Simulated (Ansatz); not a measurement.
`CCOC(C)F` → `CC(O)F` + ethylene at 600 K and 1 bar (alkene loss).

Isolated molecules relaxed with PBE0-D4/def2-TZVP in Ansatz; ΔE leaves out vibrations. CCSD(T)/CBS adds triple-zeta CCSD(T) − MP2 to the extrapolated MP2 energy (def2 sets, frozen cores). This one scheme is used for every species. Each species was taken in one conformer, which may not be the lowest.

```tsv
species	CCSD(T)/CBS energy (Eh)	H − E (kJ/mol)	S (J/(mol·K))
`CCOC(C)F`	-332.59392	408.5	457.0
`CC(O)F`	-254.08332	235.7	352.1
`C=C`	-78.48111	161.6	257.2
```

H − E and S are ideal-gas, rigid-rotor, harmonic terms from PBE0-D4/def2-TZVP, for one conformer and one mirror image of each species. 1 Eh = 2625.50 kJ/mol, R = 8.31446 J/(mol·K).

Q: By hand: ΔE, ΔH, ΔS and ΔG.

A: ΔE = (-254.08332) + (-78.48111) − (-332.59392) = 0.02949 Eh = 77.4 kJ/mol. Δ(H − E) = 235.7 + 161.6 − 408.5 = -11.2, so ΔH = 66.2 kJ/mol. ΔS = 352.1 + 257.2 − 457.0 = 152.3 J/(mol·K). ΔG = 66.2 − 600 × (152.3)/1000 = -25.2 kJ/mol.

Q: By hand: the equilibrium constant, and the temperature at which ΔG would vanish if ΔH and ΔS stayed fixed.

A: log₁₀ K = −ΔG/(RT ln 10) = 2.2. ΔG = 0 at ΔH/ΔS = 435 K.

The number of gas molecules changes by +1, which sets the sign of ΔS. A doubt of 5 kJ/mol in ΔE shifts log₁₀ K by 0.4 here. Other conformers and mirror images would add mixing entropy, several J/(mol·K) or more a flexible species. These are equilibria of isolated gas molecules and say nothing of rates. Largest T1 diagnostic: 0.011 (customary marks: 0.02 for closed shells, 0.045 for open ones).
